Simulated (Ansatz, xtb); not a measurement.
**C2H5FO3: which of two isomers lies lower**

We compare X, `COC(O)(O)F`, a singlet, with Y, `OCC(O)(O)F`, a singlet. Both are isolated molecules in the gas phase, relaxed with PBE0-D3(BJ)/def2-SVP; the shapes shown needn't be the lowest conformers.

X (Å):

```yaml
atoms:
  - { symbol: C, position_ang: [-0.1678, 0.3373, 0.9554] }
  - { symbol: C, position_ang: [1.0461, -1.0628, -0.4965] }
  - { symbol: F, position_ang: [0.8134, -2.2416, -1.1405] }
  - { symbol: O, position_ang: [-0.1323, -0.8424, 0.1860] }
  - { symbol: O, position_ang: [1.3432, -0.0891, -1.3962] }
  - { symbol: O, position_ang: [2.1302, -1.1788, 0.3141] }
  - { symbol: H, position_ang: [0.6132, 0.3355, 1.7332] }
  - { symbol: H, position_ang: [-1.1556, 0.3749, 1.4311] }
  - { symbol: H, position_ang: [-0.0294, 1.2327, 0.3278] }
  - { symbol: H, position_ang: [0.5970, -0.0321, -2.0050] }
  - { symbol: H, position_ang: [1.9474, -1.9021, 0.9258] }
```

Y (Å):

```yaml
atoms:
  - { symbol: C, position_ang: [-1.1475, 1.5626, 0.6092] }
  - { symbol: C, position_ang: [0.0848, 0.9828, 1.2784] }
  - { symbol: F, position_ang: [-0.3695, 0.4285, 2.4836] }
  - { symbol: O, position_ang: [-1.6491, 2.5969, 1.4130] }
  - { symbol: O, position_ang: [0.9966, 1.9477, 1.5890] }
  - { symbol: O, position_ang: [0.6449, 0.0150, 0.5203] }
  - { symbol: H, position_ang: [-1.9663, 2.1878, 2.2281] }
  - { symbol: H, position_ang: [-1.8790, 0.7568, 0.4259] }
  - { symbol: H, position_ang: [-0.8543, 1.9952, -0.3574] }
  - { symbol: H, position_ang: [0.4842, 2.7197, 1.8763] }
  - { symbol: H, position_ang: [1.5291, -0.1563, 0.8706] }
```

Estimate E(Y) − E(X) at the level CCSD(T)/def2-SVP + ΔMP2/def2-TZVPP.

Calculated at CCSD(T)/def2-SVP + ΔMP2/def2-TZVPP: E(Y) − E(X) = −4.0 kcal/mol, so structure Y lies lower.

The same difference at several levels:

```csv
level,geometry,E(Y) − E(X) (kcal/mol),departure from the last row (kcal/mol),"job, with rough time for the two"
GFN2-xTB,GFN2-xTB,+5.9,+9.9,"optimisation, 0.53 s"
HF/STO-3G,GFN2-xTB,+12.1,+16.1,"single point, 0.94 s"
r2SCAN-D4/def2-SVP,GFN2-xTB,−1.6,+2.4,"single point, 6.6 s"
PBE0-D3(BJ)/def2-SVP,PBE0-D3(BJ)/def2-SVP,−2.0,+2.0,"optimisation, 87 s"
HF/def2-SVP,PBE0-D3(BJ)/def2-SVP,+0.5,+4.6,part of the CCSD(T) run
MP2/def2-SVP,PBE0-D3(BJ)/def2-SVP,−2.4,+1.6,part of the CCSD(T) run
CCSD(T)/def2-SVP,PBE0-D3(BJ)/def2-SVP,−2.0,+2.0,single point
CCSD(T)/def2-SVP + ΔMP2/def2-TZVPP,PBE0-D3(BJ)/def2-SVP,−4.0,,"single point, 88 s"
```

As drawn, Y has 1 C–C, 1 O–H in place of 1 C–O, 1 C–H.

GFN2-xTB, HF/STO-3G, HF/def2-SVP put the two in the other order. The largest departure from CCSD(T)/def2-SVP + ΔMP2/def2-TZVPP is that of HF/STO-3G, 16.1 kcal/mol. The last row adds to CCSD(T) the change of the MP2 difference between the two basis sets, here −2.0 kcal/mol.

With harmonic frequencies from PBE0-D3(BJ)/def2-SVP (ideal gas, rigid rotor, one conformer each, 298.15 K, 1 atm): on the last row, ΔE + ΔZPE = −3.3, ΔH = −3.6, ΔG = −2.9 kcal/mol.

The correlated steps freeze 6 core orbitals. Mirror images aren't counted in ΔG. Codes used: Ansatz 0.2.0, xtb 6.7.1; the last row on 2 threads of Intel(R) Xeon(R) Processor @ 2.50GHz (Skylake/Cascade Lake) on a shared host.
